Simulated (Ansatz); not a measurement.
The input, for Ansatz 0.2.0:

```yaml
crystal:
  periodic: [false, false, false]
  atoms:
    - {symbol: Al, position_ang: [0.000000, -0.107766, 0.567543]}
    - {symbol: C, position_ang: [0.000000, 0.196499, -1.243154]}
    - {symbol: H, position_ang: [0.000000, 0.856616, 1.824835]}
    - {symbol: H, position_ang: [0.000000, -0.313339, -2.203862]}
basis:
  gaussian: {orbitals: cc-pVDZ}
magnetization: {spin_polarized: false, initial_magnetization: 1}
correlation: {method: ccsdtq, electrons: outside_noble_gas}
```

```sh
$ ansatz run in.yaml --threads 2 --pin off --events-out ev --progress --plain --max-ram 24576MiB --backend cuda --devices 0, --max-vram 18GiB
```

Log:

```
770 factors; integrals over basis functions are off by at most 1.8e-7 eV
mean field evaluation 1: about -7638.6457 eV, gradient 2.1e1 eV
mean field evaluation 2: about -7638.6471 eV, gradient 2.1e1 eV
mean field evaluation 4: about -7640.5734 eV, gradient 3.2e0 eV
mean field evaluation 8: about -7640.7210 eV, gradient 2.3e-1 eV
mean field evaluation 16: about -7640.6739 eV, gradient 1.2e0 eV
mean field evaluation 32: about -7640.0404 eV, gradient 6.7e-2 eV
mean field evaluation 64: about -7640.7164 eV, gradient 5.0e-1 eV
mean field evaluation 96: about -7635.5516 eV, gradient 1.6e1 eV
mean field evaluation 128: about -7639.1071 eV, gradient 2.6e-3 eV
mean field evaluation 160: about -7640.0337 eV, gradient 1.0e-1 eV
...
cycle  21  -6.22294075 eV  change   -2.8e-5 eV  update   1.5e-5
cycle  22  -6.22293711 eV  change    3.6e-6 eV  update   9.5e-6
cycle  23  -6.22293456 eV  change    2.5e-6 eV  update   7.1e-6
cycle  24  -6.22293222 eV  change    2.3e-6 eV  update   5.4e-6
cycle  25  -6.22293688 eV  change   -4.7e-6 eV  update   4.1e-6
cycle  26  -6.22294065 eV  change   -3.8e-6 eV  update   3.4e-6
cycle  27  -6.22294645 eV  change   -5.8e-6 eV  update   2.7e-6
cycle  28  -6.22294850 eV  change   -2.1e-6 eV  update   1.8e-6
cycle  29  -6.22294697 eV  change    1.5e-6 eV  update   1.0e-6
cycle  30  -6.22294677 eV  change    2.0e-7 eV  update   7.5e-7
Total energy: -7646.94515129 eV, -281.0200510244 hartree
```

Ran on 2 threads of AMD EPYC 7R13 with a shared H100 80 GB, shared host: 64 s wall, 0.86 GiB peak host memory.
